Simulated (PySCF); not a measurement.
An unknown shows these calculated signals:

1H NMR (400 MHz, computed): δ 2.52 (sept of d, J = 7.3, 3.4 Hz, 1H), 1.47 (d, J = 3.4 Hz, 1H), 1.23 (d, J = 7.3 Hz, 6H).

13C{1H} NMR (computed): δ 94.6 (C), 74.6 (CH), 25.4 (CH3), 23.0 (CH).

- J couplings at B3LYP/pcJ-1 (without the spin–dipole term)
- GIAO PBE0/pcSseg-1 shieldings
- geometry: GFN2-xTB
- code: PySCF 2.14
- fast rotation and ring inversion assumed for equivalent nuclei, relativity neglected, a single conformation, isolated molecule

Shifts are taken against calculated references (same method and geometry level): 1H (31.72 ppm) and 13C (186.93 ppm) against TMS.

Which of these does the molecule contain: a nitrile, a (CH3)2CH unit, a tert-butyl group, a C≡C triple bond, an S-methyl group?

Answers


- A nitrile: no.
- A (CH3)2CH unit: yes (δC 25.4, 23.0; δH 1.23 (d), 2.52 (sept of d)).
- A tert-butyl group: no.
- A C≡C triple bond: yes (δC 74.6, 94.6; δH 1.47 (d)).
- An S-methyl group: no.

The data belong to `C#CC(C)C`, C$_{5}$H$_{8}$; they needn't prove each group on their own.

Carbon signals by region: 2 at 50–100 ppm, 2 below 50 ppm.

Multiplet labels drop couplings under 1 Hz and merge nearly equal ones. Unscaled 3J(H,H) at this level run about 10 % above measured values. Shifts are as computed. Against solution values, carbons near 30 ppm lie about +3 ppm off and those near 130 ppm about +5 ppm. Of 1211 compounds with measured shifts, 218 miss one by over three times the rms of a fit or turn the order of signals round; such compounds aren't used in these exercises.
